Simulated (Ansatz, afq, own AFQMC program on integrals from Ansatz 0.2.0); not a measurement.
Two steps: Ansatz 0.2.0 writes the Fock matrix and Cholesky factors of the valence space, and afq projects on them the lowest state that overlaps trial and start.

```yaml
crystal:
  periodic: [false, false, false]
  atoms:
    - {symbol: Al, position_ang: [-0.740755, 0.006434, 0.005001]}
    - {symbol: C, position_ang: [1.247385, -0.010835, -0.008422]}
    - {symbol: H, position_ang: [1.646285, -1.033829, -0.006127]}
    - {symbol: H, position_ang: [1.665515, 0.499669, 0.869187]}
    - {symbol: H, position_ang: [1.653518, 0.491031, -0.896583]}
basis:
  gaussian: {orbitals: cc-pVTZ}
magnetization: {spin_polarized: true, initial_magnetization: 0}
correlation: {method: ccsd_t, electrons: outside_noble_gas, hamiltonian_folder: ham}
```

```sh
$ ansatz run in.yaml --threads 1 --pin off --events-out ev --progress --plain --max-ram 16896MiB --backend cuda --devices 0, --max-vram 18GiB
```

Options of the walk:

```
--method phaseless --trial hf --walkers 1000 --populations 20 --least-time 40 --time-step 0.005 --steps-per-block 20 --equilibration-blocks 112 --max-blocks 4000 --target-error 0.0009500 --factor-cut 1e-05 --start spin_pure --seed 7756 --taylor-order 6
```

Times are imaginary, in 1/Eh. The walk had a cap of 89 s. With eight or more populations the least sampling time is a fifth of least-time, and the error comes from their spread.

afq prints:

```
orbitals 100  electrons 5 5  factors 602 of 614
reference energy -281.52535425 Eh
CCSD correlation -0.26861726 Eh in 9 cycles, weight of the determinant in the CISD state 0.8654
energy of the start -281.525354 Eh
 block  time / (1/Eh)  mean weight  energy / Eh
     1     0.100  1.0013  -281.593547
     2     0.200  1.0025  -281.641708
     3     0.300  1.0020  -281.673580
     4     0.400  1.0013  -281.695998
     5     0.500  1.0007  -281.714227
    10     1.000  1.0001  -281.762304
    40     4.000  1.0000  -281.794949
    66     6.600  0.9994  -281.808760
   131    13.100  1.0006  -281.827456
   196    19.600  1.0003  -281.803349
   261    26.100  0.9993  -281.815527
   326    32.600  1.0002  -281.811082
   391    39.100  0.9998  -281.800213
   456    45.600  0.9996  -281.805006
   521    52.100  1.0002  -281.803056
error from the spread of 20 populations
energy -281.807051 +/- 0.000918 Eh
(rows thinned)
```

The run passed its tests (sampling time, drift between the halves within three errors, error under three times the target), which doesn't prove that it has relaxed. The second half of the sampling lies above the first by 1.8 errors of their difference, so the energy may still be moving and its error bar be too small.

Against this walk (error 25.0 meV) on the same determinant: CCSD(T) 94.2 meV higher, CCSDT(Q) 66.3 meV higher, a separate phaseless walk with a CISD trial and standard settings 84.8 ± 25.5 meV higher. The error is statistical and leaves out the bias of the constraint.

Cautions: constraint bias not in the error; an unrestricted solution with more broken spin lies lower (7 meV, ⟨S²⟩ 0.12), while this determinant keeps restricted orbitals.

The walk took 58 s on 1 × NVIDIA H100 80GB HBM3 with 2 threads of AMD EPYC 7R13 Processor (Zen 3), with other jobs on the host (the card was shared). The log's last line is the phaseless energy.

CCSDT and higher add their correlation energy to the determinant of the CCSD(T) run, since their own runs factorise the integrals more tightly (a shift of under 2 meV). A walk keeps the symmetry of its determinant, which the program's search chose and which needn't be the lowest solution, so a lower state of the same spin and another symmetry isn't excluded.
